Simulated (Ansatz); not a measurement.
**hcp Tc, bulk modulus**

Reference value: 303 GPa (measured, zero-point energy and finite temperature contributions removed; as tabulated in doi:10.1021/acs.jctc.3c00612).

```tsv
level (code)	value (GPa)	cell (Å³/atom)	error (%)
LDA (Ansatz)	343	13.77	+13.2
PBE (Ansatz)	300	14.44	-1.0
PBEsol (Ansatz)	327	14.00	+7.9
r²SCAN (Ansatz)	320	14.20	+5.6
```

Nearest, and too close to rank with a margin of 5.0 % (twice that across the reference) picked here for doubts on the reference and the settings: PBE (-1.0 %), r²SCAN (+5.6 %), PBEsol (+7.9 %). LDA (+13.2 %) misses by most. Within 10 %: PBE, PBEsol, r²SCAN.

Each level is taken at its own relaxed cell. Cutoffs differ between the levels. Ansatz's density-functional and Hartree–Fock values are scalar-relativistic unless marked +SOC, with PAW data made under PBE.

Differences are worked out from the printed values.

Ansatz is a program for electronic structure.
